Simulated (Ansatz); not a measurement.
# AlH5SSi: vertical ionisation energy

An exercise on one series of results from a longer session: the logs are not shown, and one member is left open.

The runs use Ansatz 0.2.0, Gaussian basis; unrestricted cation, the program's frozen cores in correlated methods.

The runs, in order: UKS PBE-D4/def2-TZVPP; UKS r2SCAN-D4/def2-TZVPP; UKS PBE0-D4/def2-TZVPP; UKS B3LYP-D4/def2-TZVPP; UKS wB97X-V/def2-TZVPP; UKS wB97M-V/def2-TZVPP; UKS B2PLYP/def2-TZVPP; UHF-CCSD(T)/def2-TZVPP; UHF-MP2/def2-QZVPP; extrapolation to the limit; then −ε(HOMO) from the neutral's earlier runs with LDA (SPW92), PBE-D4, revPBE-D4, BLYP-D4, r2SCAN-D4, B97M-V, PBE0-D4, B3LYP-D4, r2SCANh-D4, r2SCAN0-D4, HSE06-D4, BHLYP-D4, CAM-B3LYP-D4, LC-ωPBE, ωB97X-V, ωB97M-V.

### The geometry

The geometry comes from an earlier relaxation with PBE0-D4 in a triple-zeta def2 set; it is a stationary point, not always the lowest conformer.

SMILES `[AlH2][S][SiH3]`, 8 atoms, charge 0, spin multiplicity 1.

Atoms are counted from 1 here; the program's logs count them from 0.

Bond lengths: Al1–S2 2.180 Å, Al1–H4 1.582 Å, Al1–H5 1.578 Å, S2–Si3 2.141 Å, Si3–H6 1.483 Å, Si3–H7 1.485 Å, Si3–H8 1.484 Å. Angles: S2–Al1–H4 118.3°, S2–Al1–H5 117.2°, H4–Al1–H5 124.5°, Al1–S2–Si3 98.5°, S2–Si3–H6 106.6°, S2–Si3–H7 111.2°, S2–Si3–H8 111.2°, H6–Si3–H7 109.4°, H6–Si3–H8 109.4°, H7–Si3–H8 108.9°.

The first run:

Input file in.yaml:

```yaml
crystal:
  periodic: [false, false, false]
  atoms:
    - {symbol: Al, position_ang: [-0.555523, 1.279904, -1.211223]}
    - {symbol: S, position_ang: [0.804843, -0.422885, -1.185303]}
    - {symbol: Si, position_ang: [0.508066, -1.035553, 0.844835]}
    - {symbol: H, position_ang: [-1.349116, 1.626687, 0.112848]}
    - {symbol: H, position_ang: [-0.678892, 2.083866, -2.563598]}
    - {symbol: H, position_ang: [1.374974, -2.219474, 1.061493]}
    - {symbol: H, position_ang: [-0.907390, -1.408684, 1.092095]}
    - {symbol: H, position_ang: [0.895136, 0.039140, 1.792952]}
basis:
  gaussian: {orbitals: def2-TZVPP}
total_charge: 1
magnetization: {spin_polarized: true, initial_magnetization: 1}
hamiltonian: {xc: pbe, dispersion: d4}
```

Launch:

```sh
ansatz run in.yaml --threads 2 --pin off --events-out ev --progress --plain --max-ram 4352MiB
```

Among the steps run: Cation, UKS PBE-D4/def2-TZVPP; Cation, UKS r2SCAN-D4/def2-TZVPP; Cation, UKS PBE0-D4/def2-TZVPP; Cation, UKS B3LYP-D4/def2-TZVPP; Cation, UKS wB97X-V/def2-TZVPP; Cation, UKS wB97M-V/def2-TZVPP; Cation, UKS B2PLYP (frozen core)/def2-TZVPP; Cation, UHF-CCSD(T)/def2-TZVPP; Cation, UHF-MP2/def2-QZVPP.

One table of the session follows, with a row left open; its other results are not shown here.

For comparison, −ε(HOMO) of the neutral from earlier runs:

| functional | −ε(HOMO) (eV) |
| --- | --- |
| LDA (SPW92) | 6.73 |
| PBE-D4 | 6.64 |
| revPBE-D4 | 6.60 |
| BLYP-D4 | 6.46 |
| r2SCAN-D4 | 6.92 |
| B97M-V | 7.05 |
| PBE0-D4 | 7.78 |
| B3LYP-D4 | 7.53 |
| r2SCANh-D4 | 7.34 |
| r2SCAN0-D4 | ? |
| HSE06-D4 | 7.38 |
| BHLYP-D4 | 8.76 |
| CAM-B3LYP-D4 | 9.03 |
| LC-ωPBE | 10.42 |
| ωB97X-V | 10.07 |
| ωB97M-V | 9.92 |

**Question.** Estimate the row for r2SCAN0-D4.

Worked estimate for «−ε(HOMO) (eV)». Against the share of exact exchange, r2SCAN-D4 (0, 6.92), r2SCANh-D4 (0.1, 7.34) give a slope of 4.20 per unit share; at 0.25 the line stands at 7.97.

As computed: −ε(HOMO) (eV): 7.97. In «−ε(HOMO) (eV)» the line misses by 0.00.
